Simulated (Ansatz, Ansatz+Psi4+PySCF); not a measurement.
```json
{"atom": "C", "x (Å)": "0.0000", "y (Å)": "-0.2568", "z (Å)": "-1.2710"}
{"atom": "C", "x (Å)": "0.0000", "y (Å)": "0.5795", "z (Å)": "0.0000"}
{"atom": "C", "x (Å)": "0.0000", "y (Å)": "-0.2568", "z (Å)": "1.2710"}
{"atom": "H", "x (Å)": "0.0000", "y (Å)": "0.3730", "z (Å)": "-2.1741"}
{"atom": "H", "x (Å)": "0.8875", "y (Å)": "-0.9088", "z (Å)": "-1.3208"}
{"atom": "H", "x (Å)": "-0.8875", "y (Å)": "-0.9088", "z (Å)": "-1.3208"}
{"atom": "H", "x (Å)": "-0.8792", "y (Å)": "1.2471", "z (Å)": "0.0000"}
{"atom": "H", "x (Å)": "0.8792", "y (Å)": "1.2471", "z (Å)": "0.0000"}
{"atom": "H", "x (Å)": "0.0000", "y (Å)": "0.3730", "z (Å)": "2.1741"}
{"atom": "H", "x (Å)": "-0.8875", "y (Å)": "-0.9088", "z (Å)": "1.3208"}
{"atom": "H", "x (Å)": "0.8875", "y (Å)": "-0.9088", "z (Å)": "1.3208"}
```

Basis set: cc-pVTZ (spherical functions). Correlated methods keep 3 orbitals frozen. Charge 0, multiplicity 1.

Computed with Ansatz (development build ahead of 0.2.0); each method stands on the lowest determinant of its kind that the runs found. Restricted open shells among the atoms or ions are ROHF, correlated in semicanonical orbitals with singles.

Question: Give the atomization energy at this shape (free ground-state atoms in the same class of orbitals less the molecule, no zero-point energy) of singlet C₃H₈ by RHF-MP2, RHF.

Answer:

```json
{"method": "RHF-MP2", "atomization energy": "989.88 kcal/mol"}
{"method": "RHF", "atomization energy": "783.07 kcal/mol"}
```
